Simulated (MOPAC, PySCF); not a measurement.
System: silicon monoxide, SiO, net charge 0, singlet state. SMILES: [Si-]#[O+]
Coordinates optimised at B3LYP-D3(BJ)/def2-TZVP (Ansatz):
```xyz
2

Si     0.0000     0.0000    -0.5502
O      0.0000     0.0000     0.9629
```

Wanted: vertical ionisation energy to the doublet, in eV. Set-up: 6-31G* and kin with 6d, 5d where marked; non-relativistic; no spin-orbit coupling; each state is the SCF solution reached for its charge and spin; UHF or UKS for open shells. Ab initio and DFT rows: single points at B3LYP-D3(BJ) geometries (Ansatz). Semi-empirical rows: differences of heats of formation at the shared geometry for vertical values.

| species | coefficient | E at M06-2X/6-31G* (5d) (PySCF), Eh | E at M06-2X/def2-TZVPD (PySCF), Eh | heat of formation at AM1 (MOPAC), kcal/mol |
|---|---|---|---|---|
| charge 1, doublet | +1 | -364.22494 | -364.29510 | 192.19 |
| charge 0, singlet | -1 | -364.64686 | -364.71954 | 0.41 |

 1 Eh = 27.2114 eV and 1 eV = 23.0605 kcal/mol.

Problem. Compute it at each level from the table.

Solution. 
- M06-2X/6-31G* (5d): the sum of coefficient times E is 0.42192 Eh, or 11.481 eV. Result: 11.48 eV.
- M06-2X/def2-TZVPD: the sum of coefficient times E is 0.42444 Eh, or 11.550 eV. Result: 11.55 eV.
- AM1: the sum of coefficient times heat of formation is 191.78 kcal/mol, or 8.32 eV.
